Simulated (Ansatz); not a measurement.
hcp Mg, treated with r²SCAN (plane waves, PAW; Ansatz, an electronic-structure program).

Run with plane-wave cutoff 560 eV, 18×18×12 k mesh (along the axes of the cell as run), Fermi–Dirac smearing 0.05 eV, scalar-relativistic PAW data made under PBE.

Computed points:

```
V (Å³/atom)  E − E_lowest (meV/atom)
-----------  -----------------------
21.664                          4.81
22.115                          1.17
22.566                          0.00
23.018                          1.06
23.469                          4.15
```

**Question.** Fit the third-order Birch–Murnaghan equation and give B0 and B′.

**Answer.** V0 = 22.570 Å³/atom, B0 = 39.6 GPa, B′ = 3.9 (fit to the energies at full precision).

Shape and atoms are relaxed at each volume.

Measured, for comparison: bulk modulus 38.6 GPa (copied from a table, unchecked, extrapolated to 0 K and zero-point effects removed; as tabulated in Lejaeghere et al. (2013), arXiv:1204.2733). Computed (rounded) less measured: bulk modulus not scored (unchecked).

Note: the bulk modulus comes from volumes at which shape and atoms were relaxed.

Static lattice: no zero-point or thermal effects.
